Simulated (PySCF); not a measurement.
SiO (singlet state).
SMILES: `O=[Si]`

Method: PBE0-D3(BJ)/def2-SVP geometry optimisation, gas phase in PySCF 2.14.0.

Take the most abundant isotopes and a rigid rotor. 

Question: What are the moment of inertia and the rotational constant?

Answer: I = 23.616 u·Å², B = 505379 MHz·u·Å²/I = 21400 MHz (0.7138 cm⁻¹, or 1.027 K as hB/k). For two atoms I = μr² with μ = 10.1767 u and r = 1.5233 Å.

Question: List the first levels of a rigid rotor in a Σ state.

Answer: E(J) = BJ(J+1): J = 1: 1.428, J = 2: 4.283, J = 3: 8.566, J = 4: 14.276, J = 5: 21.415, J = 6: 29.981 cm⁻¹.

Question: Where do the first rotational lines fall?

Answer: The dipole is 2.70 D; J+1 ← J lies at 2B(J+1): 1 ← 0 at 42.80 GHz, 2 ← 1 at 85.60 GHz, 3 ← 2 at 128.40 GHz, 4 ← 3 at 171.20 GHz, 5 ← 4 at 214.00 GHz, 6 ← 5 at 256.80 GHz.

Question: Estimate the classical rotational partition function at 50 K, 100 K and 298.15 K.

Answer: Point group C∞v, symmetry number σ = 1; q = kT/(σhB), k/h = 20836.6 MHz/K: 48.7 at 50 K, 97.4 at 100 K, 290 at 298.15 K.

Whether it is a minimum is left open (no frequencies). No vibrational averaging or centrifugal distortion is included, and the geometry carries the error of its method.
